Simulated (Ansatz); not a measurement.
## A barrier at the coupled-cluster level

Start structure (CH₇AlO, closed shell), relaxed at PBE0-D4/def2-TZVP:

```tsv
atom	x (Å)	y (Å)	z (Å)
Al1	-0.9514	0.1327	-1.2589
H2	-0.2470	0.6860	-2.5851
H3	-1.4475	-1.3840	-1.1898
H4	-1.7522	1.1921	-0.3583
H5	1.3308	0.6978	-0.3621
O6	0.7129	-0.0174	-0.1804
C7	0.6148	-0.2671	1.2281
H8	-0.0409	-1.1287	1.3377
H9	0.1794	0.5919	1.7412
H10	1.6012	-0.5032	1.6275
```

The step: CH₄O ([CH3][OH]) + AlH₃ → CH₅AlO ([CH3][O][AlH2]) + H₂; bonds formed: H2–H5; dative contacts that become bonds: Al1–O6; bonds broken: Al1–H2, H5–O6. Ansatz 0.2.0; basis: def2-TZVPP and def2-QZVPP; cores frozen in the correlated methods. Extrapolation: Hartree–Fock as exp(−7.88 √X), correlation as X^−2.97. Energies below are by CCSD(T) at an estimated basis limit (MP2 extrapolated from triple and quadruple zeta, plus CCSD(T) − MP2 in triple zeta).

(1) What are the electronic barrier and the energy of the step, from the start structure to the end structure? (An estimate is asked for; the value comes from the calculation.)

No T1 diagnostic of these runs exceeds 0.013.

## Answers

(1) Computed: Barrier 18.07 kcal/mol; step energy -6.27 kcal/mol (downhill); reverse barrier, their difference, 24.35 kcal/mol. Barrier and step energy count from the start structure, the reverse barrier from the end structure.

The saddle point: One imaginary mode of 1228i cm⁻¹.
```json
{"pair": "Al1–O6", "start (Å)": "1.99", "saddle (Å)": "1.85", "end (Å)": "1.69"}
{"pair": "H2–H5", "start (Å)": "2.73", "saddle (Å)": "1.04", "end (Å)": "0.75"}
{"pair": "Al1–H2", "start (Å)": "1.60", "saddle (Å)": "1.78", "end (Å)": "2.40"}
{"pair": "H5–O6", "start (Å)": "0.96", "saddle (Å)": "1.24", "end (Å)": "3.07"}
```

Zero-point energy (harmonic, PBE0-D4): ZPE is 46.53 kcal/mol at the start and 43.85 kcal/mol at the saddle, so the barrier goes from 18.07 to 15.39 kcal/mol.

First-order rate constant out of the start structure at 298 K by transition-state theory, with harmonic vibrational free energies alone and no tunnelling: ΔA‡ = 15.73 kcal/mol, so k = (kB T/h) exp(−ΔA‡/kB T) ≈ 10^1 s⁻¹ (an order of magnitude at best: rotation, the number of equivalent paths and anharmonicity are left out).

The step is the kind of ligand exchange by which a precursor binds to a hydroxyl group, or is hydrolysed, in atomic layer deposition of oxides.

Labels in which every atom is bracketed show which atoms are joined, not bond orders.

For scale, one of the runs: CCSD(T)/def2-TZVPP, 202 basis functions, launched by `ansatz run in.yaml --threads 2 --pin off --events-out ev --progress --plain --max-ram 4352MiB`. The run took 54 s on 2 CPU threads of an Arm Neoverse V1 (shared host), with 2.5 GiB of host memory at its peak.
